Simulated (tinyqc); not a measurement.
RHF in the sto-3g basis, for H2O, spin multiplicity 1, step by step. One step of it, computed by the program tinyqc.

Problem. Iteration 2: DIIS coefficients. Solve [B -1; -1 0][c; lambda] = [0; -1] for the coefficients, which sum to one.

B (overlaps of the stored error matrices):
```
               1              2
1  2.4765994e+02  5.0910390e+00
2  5.0910390e+00  8.0554910e-01
```

Give: DIIS coefficients.

Solution.

DIIS coefficients: -0.018  1.018
